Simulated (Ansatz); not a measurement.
**triplet C2HCl2F at 6 levels**

Aim: a comparison of 6 runs (UB2PLYP/6-31G*, UBHLYP/6-31G*, UBLYP/6-31G*, UCAM-B3LYP/6-31G*, UHSE06/6-31G*, UMP2/6-31G*) of triplet C2HCl2F. 

The calculation is run with Ansatz 0.2.0.

66 further runs of the same task are left out: 66 set aside as unsound or not needed. Runs told in other sessions of the task aren't counted.

**1. The system as given**

C2HCl2F: 6 atoms, total charge 0, spin state triplet. As SMILES of the parent species, `FC=C(Cl)Cl`. The shape is that of a PBE0-D4/def2-TZVP optimisation. That shape belongs to the parent species and isn't relaxed for this state.

Bond lengths: F1–C2 1.325 Å, C2–C3 1.326 Å, C3–Cl4 1.703 Å, C3–Cl5 1.711 Å, C2–H6 1.082 Å. Angles: F1–C2–C3 121.8°, C2–C3–Cl4 122.7°, C2–C3–Cl5 120.2°, Cl4–C3–Cl5 117.2°, F1–C2–H6 114.8°, C3–C2–H6 123.4°.

**2. The energy at UB2PLYP/6-31G(d) (spherical functions) (run 1)**

Contents of in.yaml:

```yaml
basis:
  gaussian:
    orbitals: 6-31G_st_-spherical.json
crystal:
  periodic: [false, false, false]
  atoms:
    - {symbol: F, position_ang: [0.369860, -1.453540, 1.016570]}
    - {symbol: C, position_ang: [0.335170, -0.183710, 0.639080]}
    - {symbol: C, position_ang: [-0.249490, 0.193990, -0.489960]}
    - {symbol: Cl, position_ang: [-1.002700, -0.907170, -1.549080]}
    - {symbol: Cl, position_ang: [-0.269610, 1.845290, -0.936840]}
    - {symbol: H, position_ang: [0.816790, 0.505150, 1.320220]}
correlation:
  frozen_orbitals: {C: 1, Cl: 5, F: 1, H: 0}
accuracy: high
hamiltonian:
  xc: {name: B2PLYP}
magnetization:
  spin_polarized: true
  initial_magnetization: 2
output:
  orbitals: {seedname: orbitals}
```

The basis set 6-31G* is read from a file made from the Basis Set Exchange's data (not shown).

On the command line:

```console
$ ansatz run in.yaml --threads 1 --pin off --max-ram 3480MiB --events-out events.jsonl --progress --plain --runs-dir runs
```

The log of the run:

```text
Warning: RAYON_NUM_THREADS=1 ignored (pool sized by the plan → 1); use --threads N
Functional definition: B2PLYP
  name "B2PLYP"
  parameter a = 0.53
  parameter c = 0.27
  exchange = (1 - a)*b88_x + a*exact_x
  correlation = (1 - c)*lyp_c + c*(mp2_os + mp2_ss)
1764 factors; integrals over basis functions are off by at most 5.3e-9 eV
mean field evaluation 1: about -29826.4133 eV, gradient 1.3e1 eV
mean field evaluation 2: about -29826.4829 eV, gradient 1.3e1 eV
mean field evaluation 4: about -29827.4810 eV, gradient 2.4e0 eV
mean field evaluation 8: about -29827.5335 eV, gradient 1.3e-1 eV
mean field evaluation 16: about -29827.5338 eV, gradient 2.8e-4 eV
mean field -29827.53375516 eV, -1096.1416476738 hartree, gradient 6.0e-8 eV, S^2 2.013574; 0 other end points of the search recorded, 0 dependent functions left out
13 core orbitals not correlated: weight in the atoms' cores, before any rotation towards them, 1.000 or more for the frozen orbitals, at most 0.000 for the correlated occupied ones
reference -29827.53377693 eV, -1096.1416484736 hartree; 16, 14 occupied and 51, 53 virtual orbitals, 1764 factors
second order -21.31927720 eV of doubles, -0.00000000 eV of singles
Total energy: -29833.28998177 eV, -1096.3531850999 hartree
```

Wall time 17 s (1 thread of Arm Neoverse V1, shared host); peak memory 0.39 GiB.

**3. A single-point energy at UBHLYP/6-31G(d) (spherical functions) (run 2)**

Contents of molecule.yaml:

```yaml
crystal:
  periodic: [false, false, false]
  atoms:
    - {symbol: F, position_ang: [0.369860, -1.453540, 1.016570]}
    - {symbol: C, position_ang: [0.335170, -0.183710, 0.639080]}
    - {symbol: C, position_ang: [-0.249490, 0.193990, -0.489960]}
    - {symbol: Cl, position_ang: [-1.002700, -0.907170, -1.549080]}
    - {symbol: Cl, position_ang: [-0.269610, 1.845290, -0.936840]}
    - {symbol: H, position_ang: [0.816790, 0.505150, 1.320220]}
basis:
  gaussian:
    orbitals: 6-31G_st_-spherical.json
total_charge: 0
magnetization:
  spin_polarized: true
  initial_magnetization: 2
hamiltonian:
  xc: {name: BHLYP}
accuracy: high
output:
  orbitals: {seedname: orbitals}
```

The basis set 6-31G* is read from a file made from the Basis Set Exchange's data (not shown).

On the command line:

```console
$ ansatz run molecule.yaml --threads 1 --pin off --max-ram 3480MiB --events-out events.jsonl --progress --plain --runs-dir runs
```

The log of the run:

```text
Warning: RAYON_NUM_THREADS=1 ignored (pool sized by the plan → 1); use --threads N
Functional definition: BHLYP
  name "BHLYP"
  parameter a = 0.5
[... 1 set-up line as earlier in the session ...]
  correlation = lyp_c
1764 factors; integrals over basis functions are off by at most 5.3e-9 eV
mean field evaluation 1: about -29842.5463 eV, gradient 1.3e1 eV
mean field evaluation 2: about -29843.2385 eV, gradient 9.0e0 eV
mean field evaluation 4: about -29843.5879 eV, gradient 9.6e-1 eV
mean field evaluation 8: about -29843.6649 eV, gradient 6.0e-2 eV
mean field evaluation 16: about -29843.6649 eV, gradient 7.2e-5 eV
mean field -29843.66490279 eV, -1096.7344564150 hartree, gradient 2.7e-8 eV, S^2 2.011571; 0 other end points of the search recorded, 0 dependent functions left out
reference -29843.66492600 eV, -1096.7344572677 hartree; 29, 27 occupied and 51, 53 virtual orbitals, 1764 factors
Total energy: -29843.66492600 eV, -1096.7344572677 hartree
```

Run time: 16 s. Hardware: 1 thread of Arm Neoverse V1, shared host; peak memory 0.39 GiB.

Runs 3 to 5 aren't shown in full; the table further down has their settings and results.

**4. A single-point energy at UMP2/6-31G(d) (spherical functions) (run 6)**

Edit molecule.yaml of step 3 so:

```diff
@@ -10,12 +10,5 @@
 basis:
-  gaussian:
-    orbitals: 6-31G_st_-spherical.json
-total_charge: 0
-magnetization:
-  spin_polarized: true
-  initial_magnetization: 2
-hamiltonian:
-  xc: {name: BHLYP}
+  gaussian: {orbitals: 6-31G_st_-spherical.json}
+magnetization: {spin_polarized: true, initial_magnetization: 2}
+correlation: {method: mp2, frozen_orbitals: {C: 1, Cl: 5, F: 1, H: 0}}
 accuracy: high
-output:
-  orbitals: {seedname: orbitals}
```

The basis set 6-31G* is read from a file made from the Basis Set Exchange's data (not shown).

On the command line:

```console
$ ansatz run molecule.yaml --threads 1 --pin off --max-ram 3480MiB --events-out events.jsonl --progress --plain --runs-dir runs
```

The log of the run:

```text
Warning: RAYON_NUM_THREADS=1 ignored (pool sized by the plan → 1); use --threads N
Functional definition: HF
  name "HF"
  exchange = exact_x
  correlation = 0
1764 factors; integrals over basis functions are off by at most 5.3e-9 eV
mean field evaluation 1: about -29778.6935 eV, gradient 2.0e1 eV
mean field evaluation 2: about -29778.7141 eV, gradient 2.0e1 eV
mean field evaluation 4: about -29781.0399 eV, gradient 3.2e0 eV
mean field evaluation 8: about -29781.2228 eV, gradient 4.0e-1 eV
mean field evaluation 16: about -29783.9039 eV, gradient 2.0e-2 eV
mean field -29783.90000437 eV, -1094.5381369080 hartree, gradient 2.4e-8 eV, S^2 2.030142; 2 other end points of the search recorded, 0 dependent functions left out
13 core orbitals not correlated: weight in the atoms' cores, before any rotation towards them, 1.000 or more for the frozen orbitals, at most 0.000 for the correlated occupied ones
reference -29783.90000437 eV, -1094.5381369080 hartree; 16, 14 occupied and 51, 53 virtual orbitals, 1764 factors
second order -17.27016016 eV of doubles, -0.00000000 eV of singles
Total energy: -29801.17016453 eV, -1095.1728035879 hartree
```

Wall time 6 s (1 thread of Arm Neoverse V1, shared host); peak memory 0.29 GiB.

**5. Overview of the runs**

```
run                                    level  frozen core orbitals   energy (Eh)  HOMO energy (eV)   ⟨S²⟩  wall time
  1     UB2PLYP/6-31G* (spherical functions)                    13  -1096.353185             -4.69  2.014       17 s
  2      UBHLYP/6-31G* (spherical functions)                     –  -1096.734457             -4.65  2.012       16 s
  3       UBLYP/6-31G* (spherical functions)                     –  -1096.762781             -1.53  2.005       14 s
  4  UCAM-B3LYP/6-31G* (spherical functions)                     –  -1096.772688             -4.65  2.008       19 s
  5      UHSE06/6-31G* (spherical functions)                     –  -1096.309773             -2.90  2.008       17 s
  6        UMP2/6-31G* (spherical functions)                    13  -1095.172804                 –  2.030        6 s
```

**6. Summary of results**

| quantity | value |
| --- | --- |
| run 6: total energy | -1095.17280 Eh |
| run 6: correlation energy (13 core orbitals frozen) | -634.7 mEh |
| run 6: ⟨S²⟩ of the reference determinant | 2.030 |

**Reading.** Totals of different functionals can't be ranked against each other. All runs together took 90 s, the longest 19 s.
